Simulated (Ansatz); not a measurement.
Input file:

```yaml
crystal:
  periodic: [false, false, false]
  atoms:
    - {symbol: Al, position_ang: [0.000000, 0.000000, 0.000000]}
    - {symbol: As, position_ang: [0.000000, 0.000000, 2.111000]}
basis:
  gaussian: {orbitals: cc-pVDZ}
magnetization: {spin_polarized: true, initial_magnetization: 2}
correlation: {method: ccsdt_q, electrons: outside_noble_gas}
```

```sh
$ ansatz run in.yaml --threads 1 --pin off --events-out ev --progress --plain --max-ram 2560MiB --backend cpu
```

Output:

```
849 factors; integrals over basis functions are off by at most 1.9e-7 eV
mean field evaluation 1: about -67375.7722 eV, gradient 6.9e0 eV
mean field evaluation 2: about -67375.8441 eV, gradient 7.1e0 eV
mean field evaluation 4: about -67376.4695 eV, gradient 1.2e0 eV
mean field evaluation 8: about -67376.5225 eV, gradient 1.7e-1 eV
mean field evaluation 16: about -67375.7718 eV, gradient 6.9e0 eV
mean field evaluation 32: about -67376.5260 eV, gradient 4.1e-3 eV
mean field evaluation 64: about -67375.8739 eV, gradient 6.1e0 eV
mean field evaluation 96: about -67374.3844 eV, gradient 4.3e-6 eV
mean field evaluation 128: about -67376.5118 eV, gradient 2.3e-1 eV
mean field evaluation 160: about -67376.2350 eV, gradient 7.9e-1 eV
...
mean field -67376.52601391 eV, -2476.0416615615 hartree, gradient 5.2e-6 eV, S^2 2.034513; 19 other end points of the search recorded, 0 dependent functions left out
determinant -67376.52601391 eV, -2476.0416615615 hartree, with singles and doubles -67380.41903992 eV, -2476.1847276286 hartree
determinant -67376.24854974 eV, -2476.0314649415 hartree, with singles and doubles -67379.93906028 eV, -2476.1670887023 hartree
determinant -67374.38444903 eV, -2475.9629605039 hartree, with singles and doubles -67377.44838698 eV, -2476.0755581466 hartree
determinant -67374.14360213 eV, -2475.9541095436 hartree, with singles and doubles -67377.94888707 eV, -2476.0939511856 hartree
determinant -67373.86986481 eV, -2475.9440498824 hartree, with singles and doubles -67377.35550307 eV, -2476.0721447258 hartree
determinant -67373.64460883 eV, -2475.9357718779 hartree, with singles and doubles -67377.33663041 eV, -2476.0714511684 hartree
determinant -67376.52601391 eV, -2476.0416615615 hartree, with singles and doubles -67380.41949089 eV, -2476.1847442015 hartree
determinant -67376.24854974 eV, -2476.0314649415 hartree, with singles and doubles -67379.93896550 eV, -2476.1670852193 hartree
19 core orbitals not correlated: weight in the atoms' cores, before any rotation towards them, 1.000 or more for the frozen orbitals, at most 0.000 for the correlated occupied ones
reference -67376.52601391 eV, -2476.0416615615 hartree; 5, 3 occupied and 21, 23 virtual orbitals, 849 factors
second order -3.24024507 eV of doubles, -0.00000000 eV of singles
...
cycle  11  -4.12099112 eV  change   -3.4e-4 eV  update   1.5e-4
cycle  12  -4.12093365 eV  change    5.7e-5 eV  update   8.0e-5
cycle  13  -4.12096381 eV  change   -3.0e-5 eV  update   4.3e-5
cycle  14  -4.12097818 eV  change   -1.4e-5 eV  update   2.6e-5
cycle  15  -4.12096502 eV  change    1.3e-5 eV  update   1.7e-5
cycle  16  -4.12096454 eV  change    4.9e-7 eV  update   9.2e-6
cycle  17  -4.12096243 eV  change    2.1e-6 eV  update   4.6e-6
cycle  18  -4.12096182 eV  change    6.1e-7 eV  update   2.4e-6
cycle  19  -4.12096305 eV  change   -1.2e-6 eV  update   1.3e-6
cycle  20  -4.12096302 eV  change    2.6e-8 eV  update   7.9e-7
perturbative correction -0.01619403 eV, -0.0005951198 hartree
Total energy: -67380.66317096 eV, -2476.1936992791 hartree
```

Ran on 1 thread of AMD EPYC 7R13, shared host: 23 s wall, 0.17 GiB peak host memory.
